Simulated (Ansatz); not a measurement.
# BeH₂+ (quartet): from Hartree-Fock to the top rungs, def2-QZVPP

The task here is to estimate one member of a computed series from the others.

Computed with Ansatz 0.2.0, Gaussian basis. Level: def2-QZVPP, core rule «outside noble gas», up to 1 orbitals frozen.

Plan: UHF; ROHF; CCSD(T) on UHF.

## The geometry

The geometry is a PBE0/def2-TZVP stationary point (not a proven minimum) of the parent state, kept for this charge and spin.

3 atoms, charge 1, spin multiplicity 4.

Atoms are counted from 1 here; the program's logs count them from 0.

Bond lengths: Be1–H2 1.411 Å, Be1–H3 1.411 Å. Angles: H2–Be1–H3 81.3°.

Set-up of the first run:

Contents of in.yaml:

```yaml
crystal:
  periodic: [false, false, false]
  atoms:
    - {symbol: Be, position_ang: [0.000000, -0.195718, 0.000002]}
    - {symbol: H, position_ang: [0.000000, 0.874967, -0.919464]}
    - {symbol: H, position_ang: [0.000000, 0.874985, 0.919447]}
basis:
  gaussian: {orbitals: "def2-QZVPP.json"}
total_charge: 1
magnetization: {spin_polarized: true, initial_magnetization: 3}
hamiltonian: {xc: hf}
output: {orbitals: {seedname: orbitals}}
```

Launch:

```bash
ansatz run in.yaml --threads 1 --pin off --events-out ev --progress --plain --max-ram 2393MiB
```

Among the steps run: UHF; ROHF; CCSD(T) on UHF.

One of the session's tables, all rows but one given; the rest of the session is left out.

It belongs to the step «Misses and costs». 

| method | from UCCSD(T) (kcal/mol) |
| --- | --- |
| ROHF | +4.35 |
| UHF | +4.33 |
| UMP2 | +1.46 |
| UCCSD | ? |
| UCCSD(T) | 0 |

Q: Estimate the row for UCCSD from the others.

The run gave: from UCCSD(T) (kcal/mol): +0.02. In the column «from UCCSD(T) (kcal/mol)» it lies between UCCSD(T) (0) and UMP2 (+1.46).
